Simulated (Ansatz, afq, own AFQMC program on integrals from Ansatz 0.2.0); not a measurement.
# CH$_{2}$Al, doublet: AFQMC among the cluster methods

| atom | x (Å) | y (Å) | z (Å) |
| --- | --- | --- | --- |
| Al | 0.0000 | 0.0000 | 0.6190 |
| C | 0.0000 | 0.0000 | -1.1113 |
| H | 0.0000 | -0.7868 | -1.6630 |
| H | 0.0000 | 0.7868 | -1.6630 |

Connectivity, by distances: Al–CH2.

Basis cc-pVDZ. Noble-gas cores (and the filled d shells of Ga–Kr and In–Xe) are frozen. AFQMC by an in-house program on the Cholesky factors that Ansatz 0.2.0 writes for its CCSD(T) run. ph-AFQMC/CISD is guided by a CISD state made of CCSD amplitudes; releasing the constraint for a short imaginary time cuts its bias at the price of noise, slowly where states lie close. ± is one standard error of the sampling.

Determinant: UHF, the one that the program's search chose, which needn't be the lowest solution. The geometry is a point of a scan.

No full CI on the walks' own integrals is used here; CCSDT(Q) serves as the reference and is uncertain by about the last step of the cluster series.

Cautions: an unrestricted solution with more broken spin lies lower (16 meV, ⟨S²⟩ 0.93).

* T1 diagnostic: 0.0117
* weight of the determinant in the CISD state: 0.885
* ⟨S²⟩ of the determinant: 0.757
* size of the correlated space: 9 electrons in 36 orbitals

Reference: CCSDT(Q), correlation energy -5.311 eV. The released energy is read at 2.40 1/Eh (meV from the phaseless value at times in 1/Eh: -17 ± 11 at 0.24, -18 ± 10 at 0.51, -21 ± 9 at 0.99, -19 ± 11 at 1.62, -26 ± 12 at 2.40).

| level | E − E(reference) (kJ/mol) | share of correlation (%) |
| --- | --- | --- |
| HF | 512.5 | 0.00 |
| MP2 | 98.1 | 80.85 |
| CCSD | 13.8 | 97.31 |
| CCSD(T) | 2.5 | 99.50 |
| CCSDT | 0.6 | 99.88 |
| ph-AFQMC/CISD | 1.8 ± 0.9 | 99.65 |
| released AFQMC | -0.7 ± 1.1 | 100.14 |

A walk keeps the symmetry of its determinant, which the program's search chose and which needn't be the lowest solution, so a lower state of the same spin and another symmetry isn't excluded. Released energies are given only where the last usable release times agree within the noise; a slower fall can still hide under it.
